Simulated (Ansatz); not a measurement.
Geometry optimisation, RKS PBE0/def2-SVP (Ansatz 0.2.0).

Input file:

```yaml
crystal:
  periodic: [false, false, false]
  atoms:
    - { symbol: C, position_ang: [-0.6329, 1.6804, -0.3783] }
    - { symbol: C, position_ang: [-0.2244, 0.5385, -0.1266] }
    - { symbol: C, position_ang: [0.1726, -0.5522, 0.105] }
    - { symbol: C, position_ang: [0.7402, -1.727, 0.3796] }
    - { symbol: H, position_ang: [-0.4837, 2.1848, -1.3659] }
    - { symbol: H, position_ang: [-1.2687, 2.281, 0.3421] }
    - { symbol: H, position_ang: [0.1095, -2.6188, 0.1553] }
    - { symbol: H, position_ang: [1.6796, -1.8439, 0.8331] }
basis:
  gaussian: { orbitals: def2-SVP }
hamiltonian:
  xc: pbe0
relax:
  f_tol: 0.02
  max_steps: 50
output:
  orbitals: {}
```

Launched with:

```bash
$ ansatz run input.yaml --threads 1 --pin off --max-ram 2048MiB --backend cpu --events-out ev --progress --plain --runs-dir out
```

Where does it end, and by what steps?

It converged. After 8 steps the energy has fallen by 3.224 eV; H5 moved furthest, 0.73 Å. The start is strongly strained (largest force component 8 eV/Å).

```
step  energy less start (eV)  largest force component (eV/Å)  accepted
   0                  0.0000                           8.212       yes
   1                 -1.8164                           1.980       yes
   2                 -2.5428                           1.189       yes
   3                 -3.0162                           0.814       yes
   4                 -3.1926                           0.690       yes
   5                 -3.2004                           0.574       yes
   6                 -3.2152                           0.121       yes
   7                 -3.2236                           0.030       yes
   8                 -3.2238                           0.005       yes
```

```xyz
8
Properties=species:S:1:pos:R:3
C -0.696 1.772 -0.406
C -0.220 0.573 -0.134
C 0.241 -0.587 0.126
C 0.719 -1.786 0.393
H -1.182 1.986 -1.365
H -0.622 2.593 0.314
H 0.644 -2.603 -0.333
H 1.208 -2.005 1.348
```

Whether the end is a true minimum wasn't checked by a vibrational analysis.

The run took 41 s on 1 thread of Intel(R) Xeon(R) Processor @ 2.50GHz (Skylake/Cascade Lake) (shared host), peak memory 0.17 GiB.
